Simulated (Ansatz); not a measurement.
# SiH2S (SMILES [SiH]S): the vertical ionisation energy from total energies

The species is SiH2S (4 atoms), meant as a singlet with charge 0. SMILES: `[SiH]S`. The shape is that of a PBE0-D4/def2-TZVP optimisation.

Both states at this one shape; open shells run unrestricted unless said. 1 Eh = 27.2114 eV.

```tsv
level	program	singlet SiH2S (Eh)	doublet SiH2S+ (Eh)
r2SCAN/STO-3G	Ansatz	-681.025075	-680.793310
r2SCAN0/STO-3G	Ansatz	-681.034929	-680.799800
```

**Question.** Work out the vertical ionisation energy at each level.

**Answer.** 
1. r2SCAN/STO-3G: -680.793310 − (-681.025075) = 0.231765 Eh = 6.31 eV.
2. r2SCAN0/STO-3G: -680.799800 − (-681.034929) = 0.235129 Eh = 6.40 eV.

No measured value is set beside it here; the levels span 6.31 to 6.40 eV. Minimal sets are far from the basis-set limit.
